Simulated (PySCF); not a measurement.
# C5H5F: geometry, NMR shifts, spin-spin couplings, electronic excitations and core binding energies

What NMR shifts, spin-spin couplings, electronic excitations and core binding energies should C5H5F (`FC1=CCC=C1`) show?

Computed with PySCF 2.14.0, with density-fitted response routines of our own, on a single molecule in the gas phase. Atoms count from 0, in the outputs and in this text.

### Step 1. The molecule as given

11 atoms, charge 0, multiplicity 1; geometry from: MMFF94s. The atoms were then displaced at random by about 0.03 Å, so the start is not that level's minimum.

Bonds of the start (Å): F0–C1 1.42, C1–C2 1.36, C2–C3 1.35, C3–C4 1.48, C4–C5 1.35, C5–C1 1.45, C2–H6 1.11, C3–H7 1.12, C3–H8 1.07, C4–H9 1.08, C5–H10 1.06.

### Step 2. Relaxing the molecule at PBE0-D3(BJ)/def2-SVP

Job settings and geometry (Å):

```
{"job": {"xc": "PBE0", "basis": "def2-SVP", "d3": "d3bj", "grid": 1, "shake": 0.03, "kind": "geom"}, "charge": 0, "multiplicity": 1}
F      2.590140     0.033160     0.531410
C      1.201520     0.042230     0.243680
C      0.452960    -1.067650     0.028560
C     -0.813060    -0.673940    -0.227950
C     -0.870490     0.802760    -0.168130
C      0.378810     1.233470     0.129410
H      0.932370    -2.070670     0.087360
H     -1.537660    -1.077140     0.526180
H     -1.233480    -0.994970    -1.153330
H     -1.720230     1.465690    -0.248560
H      0.717150     2.221560     0.282270
```

Launch:

```
OMP_NUM_THREADS=1 python probes_run.py task.json out
```

This one command runs all jobs of the session in turn.

**Question.** This job is followed by: GIAO PBE0/pcSseg-1 NMR shielding, non-relativistic, gas phase; B3LYP/pcJ-1 indirect spin-spin coupling, non-relativistic, gas phase; TDDFT CAM-B3LYP/def2-SVPD, vertical, gas phase, core orbitals frozen in the response; GIAO KT2/pcSseg-2 NMR shielding, non-relativistic, gas phase; delta-SCF UKS SCAN, pcX-2 on the ionised atom, pcseg-1 elsewhere, spin-free X2C. Predict these results of the whole session: point group; rotational constants (main isotopes); ¹³C shifts against TMS (PBE0/pcSseg-1); ¹H shifts against TMS (PBE0/pcSseg-1, means over atoms taken as alike); ¹⁹F shifts against CFCl3 (PBE0/pcSseg-1); largest coupling of the table (B3LYP/pcJ-1); lowest singlet (CAM-B3LYP/def2-SVPD); brightest single state of those computed; lowest triplet; vertical ionisation energy (ΔSCF); C1s binding energies, SCAN/pcX-2 (standing for 3 of 5 atoms); F1s binding energies, SCAN/pcX-2; range of the shift of F0.

**Answer**, as computed:

| quantity | value |
| --- | --- |
| point group | Cs |
| rotational constants (main isotopes) | 8.22, 3.38, 2.43 GHz |
| ¹³C shifts against TMS (PBE0/pcSseg-1) | 172.9, 143.0, 135.6, 109.4, 39.5 ppm |
| ¹H shifts against TMS (PBE0/pcSseg-1, means over atoms taken as alike) | 6.64, 6.56, 5.72, 3.05 ppm |
| ¹⁹F shifts against CFCl3 (PBE0/pcSseg-1) | -122.2 ppm |
| largest coupling of the table (B3LYP/pcJ-1) | ¹J(F,C) F0–C1, -341.1 Hz |
| lowest singlet (CAM-B3LYP/def2-SVPD) | 5.22 eV (237 nm), f = 0.088 |
| brightest single state of those computed | state 9, 8.16 eV, f = 0.445 |
| lowest triplet | 3.16 eV |
| vertical ionisation energy (ΔSCF) | 8.72 eV |
| C1s binding energies, SCAN/pcX-2 (standing for 3 of 5 atoms) | C3 291.29, C4 290.35, C2 290.07 eV |
| F1s binding energies, SCAN/pcX-2 | F0 693.10 eV |
| range of the shift of F0 | -151.8 to -122.2 ppm |

What this shows: The start was shaken at random, so part of the energy gained undoes that. Over 6 steps the energy fell by 0.722 eV; of the close pairs, C2–C3 changed most, 1.350 to 1.495 Å. No frequency check was run at this level, so the end point may be a saddle. Of the pairs tabulated at B3LYP/pcJ-1, F0–C1 couples most strongly (-341.1 Hz; Fermi contact -328.0 Hz). Couplings across rotatable bonds belong to this one conformer; where others are populated, the observed values are averages. The lowest singlet, at 5.22 eV, is HOMO→LUMO 0.98 and is bright; of the 10 states computed, the strongest absorption comes from state 9 at 8.16 eV. The lowest triplet lies 2.06 eV below the lowest singlet (triplets in Tamm-Dancoff, singlets in full TDDFT). ΔSCF puts the ionisation energy at 8.72 eV, 0.87 eV above −ε(HOMO). C3 (allylic sp3 CH2) binds its C1s electron 1.22 eV more tightly than C2 (alkene CH). Only 3 of the 5 C atoms are covered by sound results. In ppm, F0 moves most: its shift spreads over 29.6 ppm, from -151.8 (KT2/pcSseg-2) to -122.2 (PBE0/pcSseg-1).
